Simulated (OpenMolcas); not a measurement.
**OC: electronic states by CASSCF, CASPT2 and spin–orbit RASSI**

Which states of OC lie lowest, and how does spin–orbit coupling split them?

The runs use OpenMolcas 26.06; SA-CASSCF(8,7), XMS-CASPT2, RASSI; ANO-RCC-VTZP.

All values are calculated.

## (1) The job

C2 symmetry about the axis (a holds Σ, Δ, Γ; b holds Π, Φ, H; Σ⁺ and Σ⁻ are not told apart); roots by multiplicity and irrep: 1a 1, 3b 2, 3a 3, 1b 2.

Active shells: O 2p, C 2s 2p.

m.inp reads:

```
&GATEWAY
Coord
2
angstrom
O 0.0 0.0 0.0
C 0.0 0.0 1.1300
Basis=ANO-RCC-VTZP
Group=XY
RX2C
AMFI
ANGMom
0.0 0.0 0.0
RICD
&SEWARD
&GUESSORB
&RASSCF
FileOrb=$CurrDir/o11.orb
Symmetry=1
Spin=1
nActEl=8 0 0
Inactive=3 0
RAS2=3 4
CIRoot=1 1 1
Linear
Iterations=120 100
OrbListing=Nothing
PRWF=0.15
>>COPY $Project.RasOrb $CurrDir/o11.orb
>>COPY $Project.rasscf.h5 $CurrDir/r11.h5
&CASPT2
XMultistate=all
Imaginary=0.2
IPEA=0.25
MaxIter=40
>>COPY $Project.JobMix JOB001
&RASSCF
FileOrb=$CurrDir/o32.orb
Symmetry=2
Spin=3
nActEl=8 0 0
Inactive=3 0
RAS2=3 4
CIRoot=2 2 1
Linear
Iterations=120 100
OrbListing=Nothing
PRWF=0.15
>>COPY $Project.RasOrb $CurrDir/o32.orb
>>COPY $Project.rasscf.h5 $CurrDir/r32.h5
&CASPT2
XMultistate=all
Imaginary=0.2
IPEA=0.25
MaxIter=40
>>COPY $Project.JobMix JOB002
&RASSCF
FileOrb=$CurrDir/o31.orb
Symmetry=1
Spin=3
nActEl=8 0 0
Inactive=3 0
RAS2=3 4
CIRoot=3 3 1
Linear
Iterations=120 100
OrbListing=Nothing
PRWF=0.15
>>COPY $Project.RasOrb $CurrDir/o31.orb
>>COPY $Project.rasscf.h5 $CurrDir/r31.h5
&CASPT2
XMultistate=all
Imaginary=0.2
IPEA=0.25
MaxIter=40
>>COPY $Project.JobMix JOB003
&RASSCF
FileOrb=$CurrDir/o12.orb
Symmetry=2
Spin=1
nActEl=8 0 0
Inactive=3 0
RAS2=3 4
CIRoot=2 2 1
Linear
Iterations=120 100
OrbListing=Nothing
PRWF=0.15
>>COPY $Project.RasOrb $CurrDir/o12.orb
>>COPY $Project.rasscf.h5 $CurrDir/r12.h5
&CASPT2
XMultistate=all
Imaginary=0.2
IPEA=0.25
MaxIter=40
>>COPY $Project.JobMix JOB004
&RASSI
Nr of JobIphs=4 1 2 3 2
1
1 2
1 2 3
1 2
SpinOrbit
EJob
Omega
MEES
MESO
Properties=4
'AngMom' 3 'Mltpl  1' 1 'Mltpl  1' 2 'Mltpl  1' 3
Thrs=1.0d-4
>>COPY $Project.rassi.h5 $CurrDir/so.h5
```

Each module block was a call of its own in one work directory; start orbitals came from a preliminary run.

Started as:

```bash
pymolcas m.inp
```

## (2) CASSCF and CASPT2, block by block

After this run come: From Λ–S states to Ω levels.

**Question.** What will these runs give? Wanted: lowest spin-free state; next spin-free state; lowest level; next level; lowering by spin–orbit coupling.

As calculated:

| quantity | value |
| --- | --- |
| lowest spin-free state | (1)1Σ |
| next spin-free state | (1)3Π, 6.093 eV |
| lowest level | Ω = 0, 100 % (1)1Σ |
| next level | Ω = 0, 49096 cm⁻¹ |
| lowering by spin–orbit coupling | 0 cm⁻¹ |

What this shows: At 1.130 Å the lowest computed level has Ω = 0 and is 100 % (1)1Σ. Only the spin multiplicities and numbers of roots in the input were computed, so the list of states is not complete and the lowest one found need not be the ground state; labels number the states computed.
